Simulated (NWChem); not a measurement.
## Excited singlets of ozone (O$_{3}$) by symmetry

SMILES: O=[O+][O-]
```xyz
3

O     -1.0607     0.0000    -0.2102
O      0.0000     0.0000     0.4204
O      1.0607     0.0000    -0.2102
```
Charge 0, spin multiplicity 1.

Program: NWChem. Structure: optimised with PBE0/def2-SVP, a minimum by its harmonic frequencies.

Basis set: aug-cc-pVDZ. Symmetry labels belong to the abelian group C2v used in the runs, with the axes of the coordinates shown. Entries are the lowest vertical excitation energy of each symmetry in eV (for CIS and TDDFT among the lowest few roots); a state of one symmetry need not have the same character in every method. Symmetries that some method's roots don't reach, or where a double excitation leads the EOM-CCSD root, are left out.

The correlated methods keep 3 core orbitals frozen. B3LYP has NWChem's definition, with VWN1-RPA local correlation. The species is likely to have several important configurations. Coupled-cluster values serve here as a point of comparison, not as the truth.

```tsv
method	b2	a2	b1
CIS	2.42	3.12	5.63
TD-PBE	2.33	2.53	5.79
TD-B3LYP	2.25	2.52	5.60
TD-LDA (SVWN5)	___	___	___
EOM-CCSD	2.53	2.67	5.85
```

What belongs in the gaps?


- TD-LDA (SVWN5), b2: 2.31
- TD-LDA (SVWN5), a2: 2.50
- TD-LDA (SVWN5), b1: 5.86
